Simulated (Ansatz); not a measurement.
`[BH3-][OH+]C` → B• + C• + 7 H• + O•  (atomization)

Gas-phase electronic energies from Ansatz, PBE0-D4/def2-TZVP geometries. CBS: MP2 limit from def2 TZ/QZ plus the TZ coupled-cluster correction, frozen cores. This one scheme is used for every species, atoms too. DFT in def2-TZVPP. No spin–orbit coupling; open shells (•) take unrestricted orbitals. Spin–orbit coupling would lower the free atoms: a little for B, C, O.

| species | r2SCAN energy (Eh) |
| --- | --- |
| `[BH3-][OH+]C` | -142.32757 |
| B• | -24.63675 |
| C• | -37.83292 |
| H• | -0.49993 |
| O• | -75.05861 |

Question: Work out ΔE.

Answer: ΔE = 7 × (-0.49993) + (-24.63675) + (-37.83292) + (-75.05861) − (-142.32757) = 1.29978 Eh = +3412.6 kJ/mol. CCSD(T)/CBS gives +3408.4 kJ/mol.

Largest T1 diagnostic among the species: 0.014.

The D4 term adds +18.2 kJ/mol with B3LYP and +9.4 kJ/mol with PBE0; it sums over pairs of atoms, weighted by their polarisabilities, and B3LYP, whose exchange is more repulsive, gets the larger term. From r2SCAN to r2SCAN0 (25 % exact exchange), in def2-TZVPP and without D4, ΔE moves by −37.8 kJ/mol: exact exchange takes away binding that semilocal exchange gives to molecules.

B3LYP here is the variant with VWN-RPA as its local correlation; programs differ in this.

For atomizations the MP2-based limit and the directly extrapolated one differ by several kJ/mol either way, and by 10 to 25 for some Ge, Se and Sn compounds, so smaller differences from it don't rank the levels.
